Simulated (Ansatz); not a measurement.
# Al₂P (quartet): the correlation ladder, cc-pVTZ

An exercise on one series of results from a longer session: the logs are not shown, and one member is left open.

Method: cc-pVTZ, core rule «outside noble gas», up to 15 orbitals frozen; program: Ansatz 0.2.0, Gaussian basis.

To be run: UHF; CCSD(T) on ROHF; CCSD(T) on UHF; BCCD(T) on ROHF; CCSDT(Q) on ROHF; CCSDT(Q) on UHF.

12 further runs of the same task are left out: 7 for a known fault of the program, 5 set aside as unsound or not needed. Runs told in other sessions of the task aren't counted.

## The geometry

The geometry is a PBE0/def2-TZVP stationary point (not a proven minimum).

3 atoms, charge 0, spin multiplicity 4.

Atoms are counted from 1 here; the program's logs count them from 0.

Bond lengths: Al1–P2 2.259 Å, Al1–Al3 2.665 Å, P2–Al3 2.259 Å. Angles: P2–Al1–Al3 53.9°, Al1–P2–Al3 72.3°, Al1–Al3–P2 53.9°.

The first run:

in.yaml

```yaml
crystal:
  periodic: [false, false, false]
  atoms:
    - {symbol: Al, position_ang: [0.000000, -0.665301, -1.332700]}
    - {symbol: P, position_ang: [0.000000, 1.159099, 0.000000]}
    - {symbol: Al, position_ang: [0.000000, -0.665301, 1.332700]}
basis:
  gaussian: {orbitals: cc-pVTZ}
magnetization: {spin_polarized: true, initial_magnetization: 3}
hamiltonian: {xc: hf}
output: {orbitals: {seedname: orbitals}}
```

On the command line:

```bash
$ ansatz run in.yaml --threads 1 --pin off --events-out ev --progress --plain --max-ram 4096MiB --backend cpu
```

Steps of the session up to this table: UHF; CCSD(T) on ROHF; CCSD(T) on UHF; BCCD(T) on ROHF; CCSDT(Q) on ROHF; CCSDT(Q) on UHF.

One of the session's tables, all rows but one given; the rest of the session is left out.

| method | from RCCSDT(Q) (kJ/mol) |
| --- | --- |
| ROHF | +771.2 |
| UHF | +749.0 |
| RMP2 | ? |
| UMP2 | +121.7 |
| RCCSD | +64.8 |
| UCCSD | +63.0 |
| RCCSD(T) | +8.4 |
| UCCSD(T) | +8.7 |
| BCCD(T) | +8.5 |
| RCCSDT | +5.7 |
| UCCSDT | +5.2 |
| RCCSDT(Q) | 0 |
| UCCSDT(Q) | -0.6 |

Q: Estimate the row for RMP2 from the others.

As computed: from RCCSDT(Q) (kJ/mol): +116.6. In the column «from RCCSDT(Q) (kJ/mol)» it lies between RCCSD (+64.8) and UMP2 (+121.7).

With the free atoms at the same levels and basis (separate runs), the atomisation energy is 4.245 eV at RCCSDT(Q), 4.208 eV at RCCSD(T), 4.202 eV at UCCSD(T), 2.209 eV at ROHF.

Caveats from the session: Restricted and unrestricted rows rest on different reference determinants; a gap between their highest levels can come from leftover correlation error, from unlike frozen cores or from another state.
